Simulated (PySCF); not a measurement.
Compound: C₃H₅F₂N.
Z-matrix (Å and degrees, GFN2-xTB geometry), rows numbered from 1:
```
F 
C   1  1.3587
F   2  1.3546  1  105.73
C   2  1.5078  1  110.91  3  -120.36
C   4  1.4818  2  119.17  1   -73.41
N   5  1.4413  4   59.10  2  -103.56
H   2  1.0994  1  108.35  3   116.01
H   4  1.0863  2  113.35  1    74.66
H   5  1.0813  4  118.80  6   103.26
H   5  1.0834  4  118.32  6  -110.15
H   6  1.0141  4  114.70  5   106.57
```

NICS = −σ at a ghost point: NICS(0) at the centroid of the ring atoms, NICS(1) 1 Å to either side along the normal of their mean plane, zz for the tensor component along that normal. Level: GIAO PBE0/pcSseg-1 (PySCF, non-relativistic, gas phase) on the GFN2-xTB geometry, one conformer.

Ring bond lengths (Å), with Mayer bond orders in brackets: C4–C5 1.482 (0.96), C5–N6 1.441 (0.96), N6–C4 1.442 (0.94).

Question: Give the NICS values of each ring in ppm.

Answer: 
```
    ring                                             type  NICS(0)  NICS(1), two faces  NICS(1)zz, two faces  rms pucker (Å)  centre to ring atoms, mean (Å)
C4–C5–N6  3-membered ring with N; formal bonds all single    -45.5         -7.7 / -6.9         -24.0 / -22.0            0.00                            0.84
```

Question: What do they say, and how far can they be read as aromaticity?

Answer: 
- C4–C5–N6: mean NICS(1)zz -23.0 ppm, shielded. C4, C5 have four or more neighbours, so the value isn't read as a sign of a π ring current. NICS(0) lies 38 ppm below the mean NICS(1).

Question: What field does 9.4 T along the ring normal induce along that normal at the first NICS(1) probe listed for ring C4–C5–N6, 1 Å off the ring?

Answer: NICSzz × B0 = -24.0 ppm × 9.4 T = -226 μT, against the applied field.

Question: List the ring angles and the Hirshfeld charges of the ring atoms.

Answer: 
- C4–C5–N6: C4 59.1° (-0.024 e), C5 59.1° (-0.043 e), N6 61.8° (-0.185 e); sum 180.0° against 180° for a flat convex ring.

Question: How shielded are the nuclei of the rings and their hydrogens (means over atoms taken as equivalent)?

Answer: 
| atoms | environment | σ isotropic (ppm) | principal values of the symmetric part, first atom (ppm) |
| --- | --- | --- | --- |
| C4 | sp3 carbon bound to nitrogen | 155.1 | 114.4, 141.1, 209.8 |
| C5 | sp3 carbon bound to nitrogen | 166.6 | 129.6, 166.4, 203.8 |
| N6 | secondary amine nitrogen | 240.6 | 166.9, 255.7, 299.2 |
| H8 | methine hydrogen | 29.39 | 23.6, 27.6, 36.9 |
| H9 | methylene hydrogen | 30.27 | 24.7, 27.0, 39.1 |
| H10 | methylene hydrogen | 29.74 | 24.5, 26.1, 38.6 |
| H11 | N–H hydrogen | 31.36 | 23.7, 25.6, 44.7 |

The run took 9.6 s wall on one thread, Arm Neoverse V1 (aarch64), on a shared host, and the process peaked at 0.59 GiB of memory. This is the whole shielding run at PBE0/pcSseg-1, SCF included.
